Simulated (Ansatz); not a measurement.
C4H9F (`CC(C)(C)F`), 14 atoms. The species carries charge 0 and has multiplicity 1. All runs use 4 threads of an AMD EPYC 7B13 on a shared host. Correlated methods freeze the cores.

Task: How many basis functions does each run have, and how long does it take in Ansatz? RKS PBE0-D4/def2-SVP energy; RHF-CCSD(T)/def2-TZVPP energy; RKS ωB97M-V/def2-SVP energy; RKS PBE0-D4/def2-QZVPP energy; RHF-CCSD(T)/def2-SVP energy; RKS r2SCAN-D4/def2-TZVPP energy and forces; RKS ωB97M-V/def2-QZVPP energy; RHF-MP2/def2-QZVPP energy; direct RPA on PBE orbitals/def2-TZVPP energy; RKS PBE0-D4/def2-TZVP relaxation (5 steps); RKS PBE0-D4/def2-TZVP frequencies; RKS HSE06 (plane-wave form)-D4/def2-TZVPP energy. (Best estimate.)

Result: Computed: Other jobs shared the machine, so times are rough.

| level | job | functions | wall time | peak host memory (GiB) |
| --- | --- | --- | --- | --- |
| RKS PBE0-D4/def2-SVP | energy | 115 | 1 s | 0.47 |
| RKS HSE06 (plane-wave form)-D4/def2-TZVPP | energy | 281 | 2.8 s | 0.72 |
| RKS ωB97M-V/def2-SVP | energy | 115 | 3 s | 0.47 |
| RKS r2SCAN-D4/def2-TZVPP | energy and forces | 281 | 3.7 s | 0.4 |
| direct RPA on PBE orbitals/def2-TZVPP | energy | 281 | 5 s | 0.83 |
| RHF-CCSD(T)/def2-SVP | energy | 115 | 6 s | 0.69 |
| RKS PBE0-D4/def2-QZVPP | energy | 555 | 7.5 s | 2 |
| RKS ωB97M-V/def2-QZVPP | energy | 555 | 15 s | 2.5 |
| RKS PBE0-D4/def2-TZVP | relaxation (5 steps) | 209 | 16 s | 0.55 |
| RHF-MP2/def2-QZVPP | energy | 555 | 26 s | 4.7 |
| RKS PBE0-D4/def2-TZVP | frequencies | 209 | 2.7 min | 0.56 |
| RHF-CCSD(T)/def2-TZVPP | energy | 281 | 3 min | 8.8 |
